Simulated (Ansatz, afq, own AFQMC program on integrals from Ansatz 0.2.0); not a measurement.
## HBr, singlet: AFQMC among the cluster methods

```
atom   x (Å)   y (Å)   z (Å)
  Br  0.0000  0.0000  0.0000
   H  0.0000  0.0000  3.0560
```

Basis cc-pVDZ. Noble-gas cores (and the filled d shells of Ga–Kr and In–Xe) are frozen. Ansatz 0.2.0 and our own AFQMC program on the same integrals; the CISD trial comes from CCSD amplitudes, and released means the phaseless constraint is let go. ± is one standard error of the sampling. No spin–orbit coupling.

Determinant: UHF, the one that the program's search chose, which needn't be the lowest solution. The geometry is a point of a scan.

Full CI on the same integrals is exact in this basis and with this determinant's frozen core.

Cautions: no relativity below Rb; no spin-orbit coupling; inner d shell frozen; unrestricted determinant spin contaminated (⟨S²⟩ 0.98 against 0.00); the CCSDT(Q) amplitudes may be one of several solutions (largest double 0.73); the CCSDTQ amplitudes may be one of several solutions (largest double 0.82).

* T1 diagnostic: 0.0103
* weight of the determinant in the CISD state: 0.942
* ⟨S²⟩ of the determinant: 0.981
* size of the correlated space: 8 electrons in 18 orbitals

```
  level  correlation energy (eV)
    MP2                  -2.5331
   CCSD                  -2.9306
CCSD(T)                  -2.9604
```

Task: Estimate where full CI lies against CCSD(T) on the same integrals.

Result: 3.28 mEh below CCSD(T).

Reference: full CI, correlation energy -3.050 eV. The released energy is read at 2.40 1/Eh (meV from the phaseless value at times in 1/Eh: -3.4 ± 1.1 at 0.24, -4.6 ± 1.2 at 0.51, -5.2 ± 1.3 at 0.99, -7.8 ± 1.0 at 1.62, -9.9 ± 1.5 at 2.40). The cautions show a poor starting determinant, so the rows tell how each method copes with it here, and full CI is the sure value.

| level | E − E(reference) (mEh) | share of correlation (%) |
| --- | --- | --- |
| CCSD(T) | 3.28 | 97.08 |
| CCSDT | 0.58 | 99.48 |
| CCSDT(Q) | 0.00 | 100.00 |
| CCSDTQ | 0.05 | 99.95 |
| ph-AFQMC/CISD | 0.31 ± 0.06 | 99.72 |
| released AFQMC | -0.05 ± 0.06 | 100.05 |

CCSDT and higher add their correlation energy to the determinant of the CCSD(T) run, since their own runs factorise the integrals more tightly (a shift of under 2 meV). A walk keeps the symmetry of its determinant, which the program's search chose and which needn't be the lowest solution, so a lower state of the same spin and another symmetry isn't excluded. Released energies are given only where the last usable release times agree within the noise; a slower fall can still hide under it.
